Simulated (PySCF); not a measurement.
B(NH3)H3.
SMILES: `[H]B([H])([H])<-N`

The closed-shell ground state was solved at several levels (PySCF, density fitting, gas phase, non-relativistic). Isolated species at its PBE0-D3(BJ)/def2-SVP geometry, gas phase.

| level | basis functions | total energy (Eh) | HOMO (eV) | LUMO (eV) | gap (eV) | dipole (D) |
| --- | --- | --- | --- | --- | --- | --- |
| wB97X-D/def2-SVPD | 88 | -83.1340 | -9.69 | 1.43 | 11.12 | 5.46 |
| B3LYP/pcJ-1 | 114 | -83.2310 | -7.55 | -0.16 | 7.39 | 5.70 |
| KT2/pcSseg-1 | 64 | -84.5543 | -6.41 | -0.72 | 5.69 | 5.57 |

What might PBE0/pcSseg-1 (64 basis functions) give for the same quantities?

Total energy -83.0909 Eh, HOMO -7.72 eV, LUMO 0.20 eV, gap 7.92 eV, dipole 5.72 D.

Over all these levels, which gives the widest orbital gap and which the narrowest?

wB97X-D/def2-SVPD (range-separated hybrid) has the widest, 11.12 eV, and KT2/pcSseg-1 (GGA) the narrowest, 5.69 eV. Functional and basis both differ between the two, so the spread mixes both effects.

How far do the dipole and the HOMO energy spread over the levels?

The dipole runs from 5.46 to 5.72 D (mean 5.61 D) and the HOMO from -9.69 to -6.41 eV.

wB97X-D is run here without its empirical dispersion term; that term would change no orbital, density or response property at a fixed geometry.
